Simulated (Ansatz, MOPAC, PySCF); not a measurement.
Molecule: water, H₂O, charge 0, multiplicity 1. SMILES: O
Coordinates optimised at B3LYP-D3(BJ)/def2-TZVP (Ansatz, a quantum-chemistry and plane-wave program):
```xyz
3

O      0.0070     0.0013     0.1167
H     -0.0500     0.7593    -0.4742
H     -0.0062    -0.7700    -0.4592
```
Charge 0, spin multiplicity 1.

Unscaled harmonic wavenumbers (cm⁻¹) in rising order, each level at the stationary point that it reaches from this structure (no distance between atoms moves by over 0.3 Å); the order of modes can differ between levels, and a negative number is imaginary. B3LYP-D3(BJ)/def2-TZVP (PySCF, at the structure above): 1617, 3785, 3890.

AM1 (MOPAC): 1885, 3504, 3584. Zero-point energy 12.8 against 13.3 kcal/mol; where all levels lie over 400 cm⁻¹, the wavenumbers are on average 1.004 times those of B3LYP-D3(BJ)/def2-TZVP.

PM7 (MOPAC): 1395, 2810, 2857. Zero-point energy 10.1 against 13.3 kcal/mol; where all levels lie over 400 cm⁻¹, the wavenumbers are on average 0.780 times those of B3LYP-D3(BJ)/def2-TZVP.

HF/3-21G (Ansatz): 1799, 3812, 3945. Zero-point energy 13.7 against 13.3 kcal/mol; where all levels lie over 400 cm⁻¹, the wavenumbers are on average 1.045 times those of B3LYP-D3(BJ)/def2-TZVP.
